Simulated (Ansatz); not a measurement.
Property card for VPt

Method: Ansatz 0.2.0, DFT r2SCAN, scalar-relativistic, plane waves, PAW.

Settings: cutoff 500 eV, Γ-centred mesh 16×16×12 on the computed 2-atom cell, Gaussian smearing of 0.10 eV; no spin polarisation.

The structure is relaxed at this level of theory with its symmetry kept. Whether it is the stable form of this composition wasn't checked.

```cif
data_structure
_symmetry_space_group_name_H-M 'P4/mmm'
_symmetry_Int_Tables_number 123
_cell_length_a 2.6849
_cell_length_b 2.6849
_cell_length_c 3.8845
_cell_angle_alpha 90.000
_cell_angle_beta 90.000
_cell_angle_gamma 90.000
_cell_volume 28.00
loop_
_atom_site_label
_atom_site_type_symbol
_atom_site_symmetry_multiplicity
_atom_site_Wyckoff_symbol
_atom_site_fract_x
_atom_site_fract_y
_atom_site_fract_z
_atom_site_occupancy
V1 V 1 d 0.50000 0.50000 0.50000 1
Pt1 Pt 1 a 0.00000 0.00000 0.00000 1
```

```
Space group                                                       : P4/mmm (No. 123)
Volume per atom                                                   : 14.00 Å³
Formation energy from the elements' standard states (uncorrected) : -0.613 eV/atom
Generalised Kohn–Sham band gap                                    : none (metal)
Density of states at the Fermi level                              : 1.15 states/eV per cell
Löwdin character within 0.5 eV of the Fermi level                 : V 3d 76 %, Pt 5d 18 %
Bulk modulus                                                      : 262 GPa
Its pressure derivative                                           : 4.7
Bader charges (e)                                                 : V (1 in the cell) 1.10, Pt (1 in the cell) -1.10
```

Spin-orbit coupling is left out, which matters for the bands of heavy elements.

A ferromagnetic start lost its moments in a first run, so spin was left out; other magnetic orders weren't tried.

Cost: 9 runs of about 13 core-minutes in all, on AMD EPYC 7R43 (Zen 3) (shared hosts).